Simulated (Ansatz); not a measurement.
**NO (doublet): correlated methods under varied settings at distance N1–O2 = 1.140 Å**

Aim: run NO (doublet) at one geometry under a spread of methods and options, and see what each costs and gives.

Computed with Ansatz 0.2.0, Gaussian basis. Level: the settings change from run to run.

38 further runs of the same task are left out: 7 for a known fault of the program, 20 that didn't finish, 11 set aside as unsound or not needed.

**1. The geometry**

The geometry derives from a PBE0/def2-TZVP stationary point (not a proven minimum). One bond is set to the value named and the two fragments are kept rigid.

2 atoms, charge 0, spin multiplicity 2.

Atoms are counted from 1 here; the program's logs count them from 0.

Bond lengths: N1–O2 1.140 Å.

**2. NEVPT2(3,8)/cc-pVDZ**

in.yaml reads:

```yaml
crystal:
  periodic: [false, false, false]
  atoms:
    - {symbol: N, position_ang: [0.000000, 0.000000, 0.000000]}
    - {symbol: O, position_ang: [0.000000, 0.000000, 1.139769]}
basis:
  gaussian: {orbitals: cc-pVDZ}
magnetization: {spin_polarized: false, initial_magnetization: 1}
correlation: {method: sc_nevpt2, electrons: outside_noble_gas, active_space: {window: {electrons: 3, orbitals: 8}}}
```

On the command line:

```
$ ansatz run in.yaml --threads 1 --pin off --events-out ev --progress --plain --max-ram 2393MiB
```

What it wrote:

```text
Functional definition: HF
  name "HF"
  cite "Fock, Z. Phys. 61, 126 (1930) doi:10.1007/BF01340294"
  parent pbe
  exchange = exact_x
  correlation = 0
267 factors; integrals over basis functions are off by at most 1.1e-3 eV
mean field evaluation 1: about -3516.6628 eV, gradient 1.6e1 eV
mean field evaluation 2: about -3516.6664 eV, gradient 1.6e1 eV
mean field evaluation 4: about -3517.1701 eV, gradient 4.1e0 eV
mean field evaluation 8: about -3517.2075 eV, gradient 2.3e-1 eV
mean field evaluation 16: about -3517.2085 eV, gradient 6.7e-2 eV
mean field -3517.20854506 eV, -129.2550299815 hartree, gradient 5.5e-6 eV, S^2 0.750000; 2 other end points of the search recorded, 0 dependent functions left out
reference -3517.20854506 eV, -129.2550299815 hartree; 8, 7 occupied and 20, 21 virtual orbitals, 267 factors
state -3518.60469902 eV, -129.3063376930 hartree
state -3518.60469902 eV, -129.3063376930 hartree; corrected -3525.60638634 eV, -129.5636449562 hartree
Total energy: -3525.60638634 eV, -129.5636449562 hartree
```

Wall time 1.5 s (1 thread of Arm Neoverse V2, shared host).

From the report: 120 determinants; active occupations 1.92, 1.00, 0.07, 0.00, 0.00, 0.00, 0.00, 0.00.

**3. BCCD on ROHF/6-31G**

in.yaml reads:

```yaml
crystal:
  periodic: [false, false, false]
  atoms:
    - {symbol: N, position_ang: [0.000000, 0.000000, 0.000000]}
    - {symbol: O, position_ang: [0.000000, 0.000000, 1.139769]}
basis:
  gaussian: {orbitals: 6-31G, point_charges: [{charge: -1.00, position_ang: [3.797, -0.640, 0.500]}]}
magnetization: {spin_polarized: false, initial_magnetization: 1}
correlation: {method: bccd, electrons: outside_noble_gas, diis_vectors: 12}
```

The command is unchanged.

What it wrote, shortened:

```text
Functional definition: HF
  name "HF"
  cite "Fock, Z. Phys. 61, 126 (1930) doi:10.1007/BF01340294"
  parent pbe
[...]
212 factors; integrals over basis functions are off by at most 8.3e-5 eV
[...]
mean field -3514.96666991 eV, -129.1726425892 hartree, gradient 1.5e-7 eV, S^2 0.750000; 6 other end points of the search recorded, 0 dependent functions left out
[...]
determinant -3514.96666991 eV, -129.1726425892 hartree, with singles and doubles -3521.14667003 eV, -129.3997534046 hartree
determinant -3514.89669087 eV, -129.1700709068 hartree, with singles and doubles -3521.06342657 eV, -129.3966942638 hartree
determinant -3514.96666991 eV, -129.1726425892 hartree, with singles and doubles -3521.14655847 eV, -129.3997493051 hartree
determinant -3514.89669087 eV, -129.1700709068 hartree, with singles and doubles -3521.06327561 eV, -129.3966887162 hartree
2 core orbitals not correlated: weight in the atoms' cores, before any rotation towards them, 1.000 or more for the frozen orbitals, at most 0.000 for the correlated occupied ones
reference -3514.96666991 eV, -129.1726425892 hartree; 6, 5 occupied and 10, 11 virtual orbitals, 212 factors
second order -6.24163324 eV of doubles, -0.06795980 eV of singles
cycle   1  -6.15087714 eV  change    2.9e-2 eV  update   2.1e-2
[...]
cycle   8  -6.15302398 eV  change    2.6e-6 eV  update   1.2e-5
Total energy: -3521.11969389 eV, -129.3987620498 hartree
```

It took 0.42 s on 1 thread of Arm Neoverse V2, shared host.

From the report: correlation -6.1530 eV; largest double amplitude 0.11.

**4. HF/def2-mTZVP**

in.yaml reads:

```yaml
crystal:
  periodic: [false, false, false]
  atoms:
    - {symbol: N, position_ang: [0.000000, 0.000000, 0.000000]}
    - {symbol: O, position_ang: [0.000000, 0.000000, 1.139769]}
basis:
  gaussian: {orbitals: def2-mTZVP}
magnetization: {spin_polarized: true, initial_magnetization: 1}
hamiltonian: {xc: hf}
accuracy: high
output: {orbitals: {seedname: orbitals}}
```

The command is unchanged.

What it wrote:

```text
Functional definition: HF
  name "HF"
  cite "Fock, Z. Phys. 61, 126 (1930) doi:10.1007/BF01340294"
  parent pbe
  exchange = exact_x
  correlation = 0
687 factors; integrals over basis functions are off by at most 3.7e-9 eV
mean field evaluation 1: about -3517.5613 eV, gradient 1.2e1 eV
mean field evaluation 2: about -3517.5633 eV, gradient 1.2e1 eV
mean field evaluation 4: about -3518.1998 eV, gradient 2.9e0 eV
mean field evaluation 8: about -3518.2407 eV, gradient 2.4e-1 eV
mean field evaluation 16: about -3516.3165 eV, gradient 1.2e1 eV
mean field evaluation 32: about -3501.4286 eV, gradient 3.5e1 eV
mean field evaluation 64: about -3518.2429 eV, gradient 1.8e-1 eV
mean field -3518.25092847 eV, -129.2933368650 hartree, gradient 3.1e-8 eV, S^2 0.780347; 1 other end points of the search recorded, 0 dependent functions left out
reference -3518.25092847 eV, -129.2933368650 hartree; 8, 7 occupied and 35, 36 virtual orbitals, 687 factors
Total energy: -3518.25092847 eV, -129.2933368650 hartree
```

It took 0.51 s on 1 thread of Arm Neoverse V2, shared host.

From the report: ⟨S²⟩ of the determinant 0.780 (pure doublet: 0.75).

**5. CCSDT on UHF/6-31G**

in.yaml reads:

```yaml
crystal:
  periodic: [false, false, false]
  atoms:
    - {symbol: N, position_ang: [0.000000, 0.000000, 0.000000]}
    - {symbol: O, position_ang: [0.000000, 0.000000, 1.139769]}
basis:
  gaussian: {orbitals: 6-31G}
magnetization: {spin_polarized: true, initial_magnetization: 1}
correlation: {method: ccsdt, electrons: outside_noble_gas}
```

The command is unchanged.

What it wrote, shortened:

```text
Functional definition: HF
  name "HF"
  cite "Fock, Z. Phys. 61, 126 (1930) doi:10.1007/BF01340294"
  parent pbe
[...]
340 factors; integrals over basis functions are off by at most 2.4e-8 eV
[...]
mean field -3514.99284697 eV, -129.1736045785 hartree, gradient 2.5e-6 eV, S^2 0.824556; 5 other end points of the search recorded, 0 dependent functions left out
2 core orbitals not correlated: weight in the atoms' cores, before any rotation towards them, 1.000 or more for the frozen orbitals, at most 0.000 for the correlated occupied ones
reference -3514.99284697 eV, -129.1736045785 hartree; 6, 5 occupied and 10, 11 virtual orbitals, 340 factors
second order -5.90008422 eV of doubles, -0.00000000 eV of singles
cycle   1  -5.58150802 eV  change    3.2e-1 eV  update   1.0e-1
[...]
cycle  16  -6.25830829 eV  change    5.6e-7 eV  update   3.6e-7
Total energy: -3521.25115526 eV, -129.4035931660 hartree
```

It took 1.2 s on 1 thread of Arm Neoverse V2, shared host.

From the report: ⟨S²⟩ of the determinant 0.825 (pure doublet: 0.75); correlation -6.2583 eV; T1 0.036; largest double amplitude 0.14.

**6. CASCI(3,4)/6-31G**

in.yaml reads:

```yaml
crystal:
  periodic: [false, false, false]
  atoms:
    - {symbol: N, position_ang: [0.000000, 0.000000, 0.000000]}
    - {symbol: O, position_ang: [0.000000, 0.000000, 1.139769]}
basis:
  gaussian: {orbitals: 6-31G}
magnetization: {spin_polarized: false, initial_magnetization: 1}
correlation: {active_space: {window: {electrons: 3, orbitals: 4}, fixed_orbitals: true}}
scf: {lower_state_search: full}
output: {forces: true}
```

Same command.

What it wrote, shortened:

```text
Functional definition: HF
  name "HF"
  cite "Fock, Z. Phys. 61, 126 (1930) doi:10.1007/BF01340294"
  parent pbe
[...]
212 factors; integrals over basis functions are off by at most 8.3e-5 eV
[...]
mean field -3514.85810278 eV, -129.1686528208 hartree, gradient 2.7e-6 eV, S^2 0.750000; 7 other end points of the search recorded, 0 dependent functions left out
reference -3514.85810278 eV, -129.1686528208 hartree; 8, 7 occupied and 10, 11 virtual orbitals, 212 factors
state -3515.69746143 eV, -129.1994986822 hartree
[...]
Total energy: -3515.69746143 eV, -129.1994986822 hartree
Atom 0 at     0.000000     0.000000     0.000000 Å, force     0.000000     0.000000    -2.823853 eV/Å
Atom 1 at     0.000000     0.000000     1.139769 Å, force     0.000000    -0.000000     2.823853 eV/Å
Dipole moment:     0.000000     0.000000    -0.029104 e Å
```

It took 0.18 s on 1 thread of Arm Neoverse V2, shared host.

From the report: 6 determinants; active occupations 1.93, 1.00, 0.07, 0.00.

**7. CCSD(T)/cc-pVTZ**

in.yaml reads:

```yaml
crystal:
  periodic: [false, false, false]
  atoms:
    - {symbol: N, position_ang: [0.000000, 0.000000, 0.000000]}
    - {symbol: O, position_ang: [0.000000, 0.000000, 1.139769]}
basis:
  gaussian: {orbitals: cc-pVTZ}
magnetization: {spin_polarized: false, initial_magnetization: 1}
hamiltonian: {xc: {name: PBE0}}
correlation: {method: ccsd_t, electrons: valence}
accuracy: high
```

Same command.

What it wrote, shortened:

```text
Functional definition: PBE0
  name "PBE0"
  cite "Adamo & Barone, J. Chem. Phys. 110, 6158 (1999) doi:10.1063/1.478522"
  cite "Perdew, Burke & Ernzerhof, Phys. Rev. Lett. 77, 3865 (1996) doi:10.1103/PhysRevLett.77.3865"
  parent pbe
[...]
890 factors; integrals over basis functions are off by at most 2.5e-9 eV
[...]
mean field -3531.97898858 eV, -129.7978337692 hartree, gradient 3.7e-8 eV, S^2 0.750000; 0 other end points of the search recorded, 0 dependent functions left out
[...]
2 core orbitals not correlated: weight in the atoms' cores, before any rotation towards them, 1.000 or more for the frozen orbitals, at most 0.000 for the correlated occupied ones
reference -3517.90587785 eV, -129.2806564886 hartree; 6, 5 occupied and 52, 53 virtual orbitals, 890 factors
second order -11.44602734 eV of doubles, -0.33577179 eV of singles
cycle   1  -10.76113573 eV  change     1.0e0 eV  update   1.0e-1
[...]
cycle  24  -11.28589608 eV  change  -7.4e-10 eV  update  3.3e-10
perturbative correction -0.54950314 eV, -0.0201938679 hartree
Total energy: -3529.74127706 eV, -129.7155993874 hartree
```

Run time: 5.5 s. Hardware: 1 thread of Arm Neoverse V2, shared host; peak memory 0.28 GiB.

From the report: correlation -11.8354 eV; T1 0.011; largest double amplitude 0.11. The orbitals are Kohn-Sham ones, so correlation energy and T1 don't compare with those on Hartree-Fock orbitals.

**8. CASCI(11,7)/6-31G**

in.yaml reads:

```yaml
crystal:
  periodic: [false, false, false]
  atoms:
    - {symbol: N, position_ang: [0.000000, 0.000000, 0.000000]}
    - {symbol: O, position_ang: [0.000000, 0.000000, 1.139769]}
basis:
  gaussian: {orbitals: 6-31G}
magnetization: {spin_polarized: false, initial_magnetization: 1}
correlation: {active_space: {window: {electrons: 11, orbitals: 7}, fixed_orbitals: true}}
```

Launched as before.

What it wrote:

```text
Functional definition: HF
  name "HF"
  cite "Fock, Z. Phys. 61, 126 (1930) doi:10.1007/BF01340294"
  parent pbe
  exchange = exact_x
  correlation = 0
212 factors; integrals over basis functions are off by at most 8.3e-5 eV
mean field evaluation 1: about -3514.2984 eV, gradient 1.4e1 eV
mean field evaluation 2: about -3514.3184 eV, gradient 1.4e1 eV
mean field evaluation 4: about -3514.8230 eV, gradient 3.7e0 eV
mean field evaluation 8: about -3514.8569 eV, gradient 2.4e-1 eV
mean field evaluation 16: about -3514.8582 eV, gradient 7.0e-1 eV
mean field -3514.85810278 eV, -129.1686528208 hartree, gradient 2.7e-6 eV, S^2 0.750000; 2 other end points of the search recorded, 0 dependent functions left out
reference -3514.85810278 eV, -129.1686528208 hartree; 8, 7 occupied and 10, 11 virtual orbitals, 212 factors
state -3516.46251454 eV, -129.2276138655 hartree
Total energy: -3516.46251454 eV, -129.2276138655 hartree
```

Run time: 0.09 s. Hardware: 1 thread of Arm Neoverse V2, shared host.

From the report: 36 determinants; active occupations 2.00, 2.00, 1.99, 1.97, 1.93, 1.03, 0.08.

**9. MRCISD+Q(3,2)/6-31G**

in.yaml, as its differences from that of step 8:

```diff
@@ -8,2 +8,2 @@
 magnetization: {spin_polarized: false, initial_magnetization: 1}
-correlation: {active_space: {window: {electrons: 11, orbitals: 7}, fixed_orbitals: true}}
+correlation: {method: fic_mrcisd_q, electrons: all, active_space: {window: {electrons: 3, orbitals: 2}}}
```

Same command.

What it wrote, shortened:

```text
Functional definition: HF
  name "HF"
  cite "Fock, Z. Phys. 61, 126 (1930) doi:10.1007/BF01340294"
  parent pbe
[...]
212 factors; integrals over basis functions are off by at most 8.3e-5 eV
[...]
mean field -3514.85810278 eV, -129.1686528208 hartree, gradient 2.7e-6 eV, S^2 0.750000; 2 other end points of the search recorded, 0 dependent functions left out
reference -3514.85810278 eV, -129.1686528208 hartree; 8, 7 occupied and 10, 11 virtual orbitals, 212 factors
state -3514.85810278 eV, -129.1686528208 hartree
contracted CI cycle   1: correlation 0.00000000 eV, 0.0000000000 hartree, residual 2.37e1 eV
contracted CI cycle   2: correlation -5.39745565 eV, -0.1983528365 hartree, residual 4.71e0 eV
contracted CI cycle   3: correlation -5.76847392 eV, -0.2119875064 hartree, residual 1.73e0 eV
contracted CI cycle   4: correlation -5.81767035 eV, -0.2137954421 hartree, residual 6.52e-1 eV
contracted CI cycle   5: correlation -5.82545193 eV, -0.2140814098 hartree, residual 2.48e-1 eV
contracted CI cycle   6: correlation -5.82639224 eV, -0.2141159655 hartree, residual 6.22e-2 eV
contracted CI cycle   7: correlation -5.82645952 eV, -0.2141184381 hartree, residual 2.06e-2 eV
contracted CI cycle   8: correlation -5.82646632 eV, -0.2141186878 hartree, residual 6.68e-3 eV
contracted CI cycle   9: correlation -5.82646710 eV, -0.2141187165 hartree, residual 2.14e-3 eV
contracted CI cycle  10: correlation -5.82646717 eV, -0.2141187192 hartree, residual 6.41e-4 eV
state -3514.85810278 eV, -129.1686528208 hartree; corrected -3521.16851074 eV, -129.4005560360 hartree
WARN: 1 active orbitals are nearly empty or full. The corrections depend on them more than the energy does, and are more stable in an active space without them
Total energy: -3521.16851074 eV, -129.4005560360 hartree
```

Run time: 0.27 s. Hardware: 1 thread of Arm Neoverse V2, shared host.

From the report: 1 determinant; active occupations 2.00, 1.00. The report marks this result as in doubt.

**10. CCSDT(Q)/B on ROHF/6-31G**

in.yaml, as its differences from that of step 9:

```diff
@@ -8,2 +8,4 @@
 magnetization: {spin_polarized: false, initial_magnetization: 1}
-correlation: {method: fic_mrcisd_q, electrons: all, active_space: {window: {electrons: 3, orbitals: 2}}}
+correlation: {method: ccsdt_q_b, electrons: all}
+scf: {lower_state_search: light}
+output: {forces: true}
```

The command is unchanged.

What it wrote, shortened:

```text
Functional definition: HF
  name "HF"
  cite "Fock, Z. Phys. 61, 126 (1930) doi:10.1007/BF01340294"
  parent pbe
[...]
340 factors; integrals over basis functions are off by at most 2.4e-8 eV
[...]
mean field -3514.85815692 eV, -129.1686548102 hartree, gradient 2.7e-6 eV, S^2 0.750000; 2 other end points of the search recorded, 0 dependent functions left out
[...]
reference -3514.85815692 eV, -129.1686548102 hartree; 8, 7 occupied and 10, 11 virtual orbitals, 340 factors
second order -6.29277172 eV of doubles, -0.06822761 eV of singles
cycle   1  -5.84486313 eV  change    5.2e-1 eV  update   1.1e-1
[...]
cycle  14  -6.44322855 eV  change   -1.3e-7 eV  update   6.5e-7
perturbative correction -0.03545921 eV, -0.0013031018 hartree
[...]
Total energy: -3521.33684467 eV, -129.4067421937 hartree
Atom 0 at     0.000000     0.000000     0.000000 Å, force     0.000000     0.000000    -6.424863 eV/Å
Atom 1 at     0.000000     0.000000     1.139769 Å, force     0.000000    -0.000000     6.424863 eV/Å
Dipole moment:    -0.000000     0.000000     0.009467 e Å
```

Run time: 26 s. Hardware: 1 thread of Arm Neoverse V2, shared host; peak memory 0.5 GiB.

From the report: correlation -6.4787 eV; T1 0.017; largest double amplitude 0.14.

**11. The runs in one table**

Where basis and cores are those of an earlier FCI/6-31G run (-3521.2860 eV), and the state is the same kind, the miss against it is given. † marks a result that the program doubts.

| level | correlated | functions | energy (eV) | from FCI (meV) | time |
| --- | --- | --- | --- | --- | --- |
| NEVPT2(3,8)/cc-pVDZ | outside noble gas | 28 | -3525.6064 |  | 1.5 s |
| BCCD on ROHF/6-31G (beside a point charge) | outside noble gas | 18 | -3521.1197 |  | 0.42 s |
| HF/def2-mTZVP |  | 43 | -3518.2509 |  | 0.51 s |
| CCSDT on UHF/6-31G | outside noble gas | 18 | -3521.2512 | 34.8 | 1.2 s |
| CASCI(3,4)/6-31G |  | 18 | -3515.6975 | 5588.5 | 0.18 s |
| CCSD(T)/cc-pVTZ (on PBE0 orbitals) | valence | 60 | -3529.7413 |  | 5.5 s |
| CASCI(11,7)/6-31G |  | 18 | -3516.4625 | 4823.5 | 0.09 s |
| MRCISD+Q(3,2)/6-31G † | all | 18 | -3521.1685 |  | 0.27 s |
| CCSDT(Q)/B on ROHF/6-31G | all | 18 | -3521.3368 |  | 26 s |

**12. What came out**

| quantity | value |
| --- | --- |
| runs | 9 |
| quickest | CASCI(11,7)/6-31G, 0.09 s |
| slowest | CCSDT(Q)/B on ROHF/6-31G, 26 s |

In words: Total energies in different bases, with other cores or another treatment of relativity can't be set against each other. CCSDT(Q)/B on ROHF/6-31G took 284 times as long as CASCI(11,7)/6-31G; the jobs differ in more than the method. Hartree-Fock, CASSCF and CASCI lack dynamic correlation by design.
